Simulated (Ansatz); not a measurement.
**SiH₅O (doublet): from Hartree-Fock to the top rungs at distance O1–H3 along a hydrogen transfer = 1.102 Å, cc-pVDZ**

An exercise on one series of results from a longer session: the logs are not shown, and one member is left open.

Program: Ansatz 0.2.0, Gaussian basis. Level of theory: cc-pVDZ, core rule «outside noble gas», up to 6 orbitals frozen. These are calculated values, not measurements.

The runs, in order: UHF; CCSD(T) on ROHF; CCSD(T) on UHF; BCCD(T) on ROHF; CISD; CCSDT(Q) on ROHF; CCSDT(Q) on UHF; CASSCF and MRCISD+Q, 3 electrons in 3 orbitals; CASSCF and NEVPT2, 3 electrons in 3 orbitals.

### The geometry

The geometry derives from fragments relaxed apart (PBE0/def2-TZVP) and kept rigid, so it is no stationary point. A hydrogen atom is moved between rigid fragments.

7 atoms, charge 0, spin multiplicity 2.

Atoms are counted from 1 here; the program's logs count them from 0.

Bond lengths: O1–H2 0.960 Å, O1–H3 1.102 Å, H3–Si4 1.629 Å, Si4–H5 1.486 Å, Si4–H6 1.486 Å, Si4–H7 1.486 Å. Angles: H2–O1–H3 105.1°, O1–H3–Si4 180.0°, H3–Si4–H5 107.6°, H3–Si4–H6 107.6°, H3–Si4–H7 107.6°, H5–Si4–H6 111.3°, H5–Si4–H7 111.3°, H6–Si4–H7 111.3°.

Coordinates:

```
O    -1.77466   -0.01901    0.00000
H    -2.02397    0.90756    0.00000
H    -0.67266   -0.01901    0.00000
Si    0.95634   -0.01901    0.00000
H     1.40631   -1.43526    0.00000
H     1.40631    0.68912   -1.22651
H     1.40631    0.68912    1.22651
```

Set-up of the first run:

Input file in.yaml:

```yaml
crystal:
  periodic: [false, false, false]
  atoms:
    - {symbol: O, position_ang: [-1.774664, -0.019012, 0.000000]}
    - {symbol: H, position_ang: [-2.023973, 0.907564, 0.000000]}
    - {symbol: H, position_ang: [-0.672664, -0.019012, 0.000000]}
    - {symbol: Si, position_ang: [0.956336, -0.019012, 0.000000]}
    - {symbol: H, position_ang: [1.406309, -1.435264, 0.000000]}
    - {symbol: H, position_ang: [1.406310, 0.689115, -1.226512]}
    - {symbol: H, position_ang: [1.406311, 0.689115, 1.226511]}
basis:
  gaussian: {orbitals: cc-pVDZ}
magnetization: {spin_polarized: true, initial_magnetization: 1}
hamiltonian: {xc: hf}
output: {orbitals: {seedname: orbitals}}
```

Run with:

```sh
> ansatz run in.yaml --threads 1 --pin off --events-out ev --progress --plain --max-ram 2816MiB --backend cpu
```

Among the steps run: UHF; CCSD(T) on ROHF; CCSD(T) on UHF; BCCD(T) on ROHF; CISD; CCSDT(Q) on ROHF; CCSDT(Q) on UHF; CASSCF and MRCISD+Q, 3 electrons in 3 orbitals; CASSCF and NEVPT2, 3 electrons in 3 orbitals.

One table of the session follows, with a row left open; its other results are not shown here.

It belongs to the step «Misses and costs». 

```
       method  from UCCSDT(Q) (kcal/mol)
         ROHF                    +226.49
          UHF                    +221.87
         RMP2                     +26.52
         UMP2                     +28.77
         CISD                     +25.93
        RCCSD                      +5.60
        UCCSD                      +5.44
     RCCSD(T)                      +1.01
     UCCSD(T)                      +1.03
      BCCD(T)                      +1.00
       RCCSDT                      +0.46
       UCCSDT                      +0.44
    RCCSDT(Q)                      +0.01
    UCCSDT(Q)                          0
  CASSCF pair                    +210.64
  NEVPT2 pair                     +28.31
  MRCISD pair                          ?
MRCISD+Q pair                      +3.52
```

Q: Estimate the row for MRCISD pair from the others.

The run gave: from UCCSDT(Q) (kcal/mol): +23.11. In the column «from UCCSDT(Q) (kcal/mol)» it lies between RCCSD (+5.60) and CISD (+25.93).

Limits of these values: Restricted and unrestricted rows rest on different reference determinants; where their highest levels disagree by more than a few hundredths of an eV, they describe different states and don't form one ladder.
